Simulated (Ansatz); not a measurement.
**CH₅B + NH₃: a complex and its separated parts**

The complex below is one end of an elementary step. How strongly is it bound against its free parts?

Method: PBE0-D4/def2-TZVP structures, single points in def2-TZVPP, no counterpoise correction; program: Ansatz 0.2.0, Gaussian basis.

Levels: SPW92, PBE-D4, BLYP-D4, r2SCAN-D4, B97M-V, PBE0-D4, B3LYP-D4, r2SCAN0-D4, BHLYP-D4, CAM-B3LYP-D4, wB97X-V, wB97M-V, B2PLYP, PBE-QIDH, RPA on PBE, Hartree-Fock, MP2, CCSD, CCSD(T).

Cores are frozen in the correlated methods. B3LYP uses VWN-RPA correlation. B2PLYP carries no dispersion term here.

94 further runs of the same task are left out: 94 set aside as unsound or not needed.

## Step 1: The system as given

The complex: 11 atoms, charge 0, spin multiplicity 1.

Atoms are counted from 1 here; the program's logs count them from 0.

Bond lengths: B1–C2 1.606 Å, B1–H3 1.218 Å, B1–H4 1.218 Å, B1–N6 1.649 Å, C2–H7 1.094 Å, C2–H8 1.098 Å, C2–H9 1.098 Å, H5–N6 1.016 Å, N6–H10 1.014 Å, N6–H11 1.016 Å. Angles: C2–B1–H3 114.5°, C2–B1–H4 114.5°, C2–B1–N6 107.1°, H3–B1–H4 111.9°, H3–B1–N6 103.8°, H4–B1–N6 103.8°, B1–C2–H7 110.0°, B1–C2–H8 113.6°, B1–C2–H9 113.6°, H7–C2–H8 106.0°, H7–C2–H9 106.0°, H8–C2–H9 107.2°, B1–N6–H5 110.8°, B1–N6–H10 110.8°, B1–N6–H11 110.8°, H5–N6–H10 108.2°, H5–N6–H11 107.9°, H10–N6–H11 108.2°.

As a file:

```
atom    x (Å)    y (Å)    z (Å)
  B1  -0.5567  -0.1475  -0.4039
  C2   0.7329   0.6779  -0.8879
  H3  -0.7085  -1.2195  -0.9611
  H4  -1.5884   0.4988  -0.3755
  H5  -0.1870   0.2732   1.7463
  N6  -0.3067  -0.5570   1.1734
  H7   0.6161   0.9746  -1.9346
  H8   0.8955   1.6076  -0.3258
  H9   1.6668   0.1016  -0.8388
 H10  -1.0932  -1.0838   1.5381
 H11   0.5292  -1.1260   1.2696
```

Its parts: CH₅B holds atoms 1, 2, 3, 4, 7, 8, 9; NH₃ holds atoms 5, 6, 10, 11. Each part counts its atoms afresh in its own runs.

## Step 2: Relaxing CH₅B alone

File relax-a/in.yaml:

```yaml
crystal:
  periodic: [false, false, false]
  atoms:
    - {symbol: B, position_ang: [-0.556713, -0.147461, -0.403926]}
    - {symbol: C, position_ang: [0.732937, 0.677930, -0.887941]}
    - {symbol: H, position_ang: [-0.708483, -1.219547, -0.961068]}
    - {symbol: H, position_ang: [-1.588415, 0.498753, -0.375471]}
    - {symbol: H, position_ang: [0.616103, 0.974599, -1.934553]}
    - {symbol: H, position_ang: [0.895456, 1.607563, -0.325799]}
    - {symbol: H, position_ang: [1.666791, 0.101613, -0.838780]}
basis:
  gaussian: {orbitals: def2-TZVP}
hamiltonian: {xc: pbe0, dispersion: d4}
relax: {f_tol: 0.005, max_steps: 200}
```

Command:

```console
$ ansatz run in.yaml --threads 2 --pin off --events-out ev --progress --plain --max-ram 4352MiB
```

After this run come: Relaxing NH₃ alone; SPW92/def2-TZVPP; PBE-D4/def2-TZVPP; BLYP-D4/def2-TZVPP; r2SCAN-D4/def2-TZVPP; B97M-V/def2-TZVPP; PBE0-D4/def2-TZVPP; B3LYP-D4/def2-TZVPP; r2SCAN0-D4/def2-TZVPP; BHLYP-D4/def2-TZVPP; CAM-B3LYP-D4/def2-TZVPP; wB97X-V/def2-TZVPP; wB97M-V/def2-TZVPP; B2PLYP/def2-TZVPP; PBE-QIDH/def2-TZVPP; RPA on PBE/def2-TZVPP; CCSD(T)/def2-TZVPP; Vibrations of CH₅B; Vibrations of NH₃.

**Question.** What will these runs give? Wanted: complex less parts, CCSD(T)/def2-TZVPP; with zero-point energy; largest T1 diagnostic.

**Answer**, as computed:

```
                              quantity           value
complex less parts, CCSD(T)/def2-TZVPP  -26.6 kcal/mol
                with zero-point energy  -21.1 kcal/mol
                 largest T1 diagnostic           0.009
```

**Reading.** At CCSD(T) the complex lies 26.6 kcal/mol below its parts. Among the functionals wB97M-V lands nearest to CCSD(T) (0.0 kcal/mol) and SPW92 farthest (-12.2 kcal/mol). By rung, the mean size of the error is: LDA 12.2, GGA 2.6, meta-GGA 1.1, hybrid 2.0, range-separated hybrid 0.3, double hybrid 2.2 kcal/mol. PBE-D4 gives a relative energy 2.6 kcal/mol too low, outside chemical accuracy (1 kcal/mol). No counterpoise was applied, and triple zeta lacks some correlation, so the CCSD(T) reference has a basis error of its own, and close matches with it are partly luck.
